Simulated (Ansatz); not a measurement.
CH5MgN (`[CH3][Mg][NH2]`) at its PBE0-D4/def2-TZVP geometry, where that method's forces vanish. The species carries charge 0 and has multiplicity 1.

```xyz
8

C    -0.9615   -0.1306   -1.4535
Mg    0.1825    0.0259    0.2759
N     1.2237    0.1675    1.8495
H    -1.6542    0.7099   -1.5609
H    -0.3376   -0.1524   -2.3525
H    -1.5629   -1.0454   -1.4585
H     1.9326    0.8599    2.0416
H     1.1773   -0.4347    2.6584
```

Problem. What forces (eV/Å) does ωB97M-V/def2-TZVPP give on these atoms in Ansatz? (Best estimate.)

Solution. Computed: 
```
C1  -0.036 -0.005 -0.055
Mg2 -0.038 -0.005 -0.057
N3   0.029  0.003  0.044
H4   0.054 -0.072  0.002
H5  -0.058  0.001  0.068
H6   0.045  0.076 -0.008
H7  -0.017 -0.033  0.019
H8   0.022  0.034 -0.013
```
